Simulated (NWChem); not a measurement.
System: dichloromethane (CH₂Cl₂); SMILES ClCCl

```xyz
5

Cl     1.4955     0.0000     0.2117
C      0.0000     0.0000    -0.7731
Cl    -1.4955     0.0000     0.2117
H      0.0000     0.8991    -1.3852
H      0.0000    -0.8991    -1.3852
```
Atoms are numbered in this order, from 1.

Coordinates come from a B3LYP/6-31G* (spherical d) optimisation.

Task: Give the principal values of the shielding tensors (ppm) of Cl1, C2 from PBE/pcSseg-1, GIAO (NWChem), with their diamagnetic and paramagnetic parts as GIAO splits them.

Result: 
```
atom    σ11    σ22     σ33  isotropic  diamagnetic  paramagnetic
----  -----  -----  ------  ---------  -----------  ------------
Cl1   405.5  669.0  1025.9      700.2       1146.0        -445.8
C2     46.2  129.1   135.0      103.4        249.5        -146.1
```
